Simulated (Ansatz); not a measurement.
Forces away from equilibrium

CH2ClSi (SMILES [SiH-]=CCl) (charge -1), singlet, at a frame of a short PBE0-D4/def2-SVPD trajectory.

```xyz
5
angstrom
Si -0.3635 0.6741 -1.0730
C 0.2736 -0.1894 0.2778
Cl 2.0886 -0.3243 0.3874
H -1.8890 0.5330 -0.7354
H -0.1960 -0.6523 1.1424
```

Computed with Ansatz 0.2.0 (basis: def2-TZVPPD); correlated methods freeze the cores.

CCSD(T) forces from the calculation:
```
atom      Fx      Fy  Fz (eV/Å)
 Si1  -0.812   0.807     -1.327
  C2   0.482  -0.482      0.906
 Cl3  -0.186  -0.160      0.258
  H4   0.289  -0.092      0.151
  H5   0.227  -0.073      0.013
```

(1) Which atom feels the largest CCSD(T) force, and how large is it?

The T1 diagnostic stays at or below 0.017. The restricted Hartree–Fock reference is unstable towards an unrestricted one here. These are differences at one structure, and CCSD(T) in triple zeta is itself an approximation.

Results:

(1) Si1, 1.75 eV/Å, along (-0.46, 0.46, -0.76).

Root-mean-square difference of the force components from those of CCSD(T): PBE-D4 0.144; r2SCAN-D4 0.146; PBE0-D4 0.191; wB97M-V 0.211 eV/Å.

For scale, one of the runs: CCSD(T)/def2-TZVPPD forces, 170 basis functions, launched by `ansatz run in.yaml --threads 2 --pin off --events-out ev --progress --plain --max-ram 3481MiB`. Time: 2.5 min of wall clock on 2 CPU threads of an Intel Xeon Platinum 8259CL; the host was shared. Peak host memory: 2.4 GiB.
